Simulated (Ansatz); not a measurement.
A made-up structure of CH$_{4}$BSi (charge -1), closed shell:

```
7
angstrom
B 0.3241 -0.0592 0.4410
Si -1.2608 0.4127 -0.5630
C 1.7292 -0.7446 -0.3565
H -1.3069 0.2087 -1.9675
H -2.4229 0.9697 0.0334
H 0.2343 0.1548 1.5673
H 2.5535 -0.9607 0.3506
```

It is relaxed with PBE-D4/def2-SVPD and then PBE0-D4/def2-TZVPD (Ansatz 0.2.0). Atoms count as bonded within 1.22 times the sum of their covalent radii (H–H: 0.88 Å). The end point is not checked to be a true minimum.

Question: Does its bonding change? (Judge from chemistry; the calculation decides.)

Answer: Computed: Yes. Formed: Si2–C3; broken: none.

Where it ends: The first stage lowers the energy by 3.63 eV in 18 steps. It ends as CH₄BSi ([BH]1[CH][SiH2]1), total charge -1:
```xyz
7
angstrom
B 0.2228 -0.3618 1.0248
Si -0.7928 0.1837 -0.5434
C 0.9683 -0.0232 -0.1532
H -1.4673 -0.6991 -1.5760
H -1.3610 1.5537 -0.8612
H 0.3056 -0.7286 2.1683
H 1.9749 0.0565 -0.5540
```

Labels in which every atom is bracketed show which atoms are joined, not bond orders.

For scale, one of the runs: PBE0-D4/def2-TZVPD relaxation, 153 basis functions, launched by `ansatz run in.yaml --threads 2 --pin off --events-out ev --progress --plain --max-ram 4352MiB`. The run took about 17 s on 2 CPU threads of an Arm Neoverse V2 (shared host).
